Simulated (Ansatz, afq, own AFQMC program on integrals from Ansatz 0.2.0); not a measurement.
Integrals from Ansatz 0.2.0, then the random walk in our own AFQMC program (afq).

```yaml
crystal:
  periodic: [false, false, false]
  atoms:
    - {symbol: N, position_ang: [-0.066184, -0.058286, 0.682979]}
    - {symbol: N, position_ang: [0.037460, 0.134904, -0.769613]}
    - {symbol: H, position_ang: [0.234234, -1.018628, 1.153391]}
    - {symbol: H, position_ang: [0.182876, 0.842700, 1.274419]}
    - {symbol: H, position_ang: [-0.017948, -0.888776, -1.223907]}
basis:
  gaussian: {orbitals: cc-pVDZ}
magnetization: {spin_polarized: true, initial_magnetization: 1}
correlation: {method: ccsd_t, electrons: outside_noble_gas, hamiltonian_folder: ham}
```

```sh
$ ansatz run in.yaml --threads 1 --pin off --events-out ev --progress --plain --max-ram 1382MiB
```

Options of the walk:

```
--method phaseless --trial hf --walkers 120 --populations 1 --least-time 40 --time-step 0.005 --steps-per-block 20 --equilibration-blocks 112 --max-blocks 600 --target-error 0.00129 --factor-cut 1e-05 --start spin_pure --seed 2025 --taylor-order 6
```

Times are imaginary, in 1/Eh. The walk had a cap of 1976 s.

Log:

```
orbitals 41  electrons 7 6  factors 320 of 410
reference energy -110.54859087 Eh
CCSD correlation -0.35502575 Eh in 14 cycles, weight of the determinant in the CISD state 0.8662
energy of the start -110.548999 Eh
 block  time / (1/Eh)  mean weight  energy / Eh
     1     0.100  1.0022  -110.646287
     2     0.200  1.0028  -110.720998
     3     0.300  1.0043  -110.750743
     4     0.400  1.0030  -110.768217
     5     0.500  1.0004  -110.817525
     8     0.800  1.0021  -110.858438
    18     1.800  1.0014  -110.863444
    69     6.900  1.0009  -110.911921
   120    12.000  0.9970  -110.902058
   171    17.100  0.9989  -110.951956
   222    22.200  0.9986  -110.912547
   273    27.300  1.0002  -110.932025
   324    32.400  0.9997  -110.986293
   375    37.500  0.9986  -110.930469
   426    42.600  1.0029  -110.971619
   477    47.700  0.9985  -110.883540
   528    52.800  0.9991  -110.951108
   579    57.900  1.0011  -110.967791
   613    61.300  1.0007  -110.849175
   630    63.000  0.9998  -110.895129
   681    68.100  0.9983  -110.916198
   698    69.800  0.9998  -110.933737
blocks merged  error / Eh  count
     1  0.001304  600
     2  0.001725  300
     4  0.002208  150
     8  0.002725  75
    16  0.003291  37
    32  0.003470  18
    64  0.004001  9
energy -110.915824 +/- 0.003470 Eh
(rows thinned)
```

The run passed its tests (sampling time, drift between the halves within three errors, error under three times the target), which doesn't prove that it has relaxed.

Against this walk (error 94.4 meV) on the same determinant: CCSD(T) 51.8 meV higher (within the noise), a separate phaseless walk with a CISD trial and standard settings 11.6 ± 96.3 meV lower (within the noise). The error is statistical and leaves out the bias of the constraint. None of these is a sure reference here.

Cautions: constraint bias not in the error; error above the target (94.4 against 35.1 meV).

The walk took 6.3 min on 1 thread of Arm Neoverse V1, on a shared host. The log's last line is the phaseless energy.
